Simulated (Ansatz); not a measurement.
A run of Ansatz (development build ahead of 0.2.0) on singlet N₂H₂ in separate pieces at this shape:

```xyz
4

N     0.5500    0.0000    4.3000
N    -0.5500    0.0000    4.3000
H     0.3700    0.0000    0.0000
H    -0.3700    0.0000    0.0000
```

Its results:

```
Converged                       : yes
Total energy                    : -109.99441 hartree
Spin squared of the determinant : 0.000
```

Q: Which input gives this output? Name the method, the orbitals and the basis set, and write the input.

A: RHF in 6-31G. An unrestricted run that stays on the closed shell gives the same numbers.

```yaml
crystal:
  periodic: [false, false, false]
  atoms:
    - { symbol: "N", position_ang: [0.55, 0.0, 4.3] }
    - { symbol: "N", position_ang: [-0.55, 0.0, 4.3] }
    - { symbol: H, position_ang: [0.37, 0.0, 0.0] }
    - { symbol: H, position_ang: [-0.37, 0.0, 0.0] }
basis:
  gaussian: { orbitals: "6-31G" }
hamiltonian:
  xc: hf
```
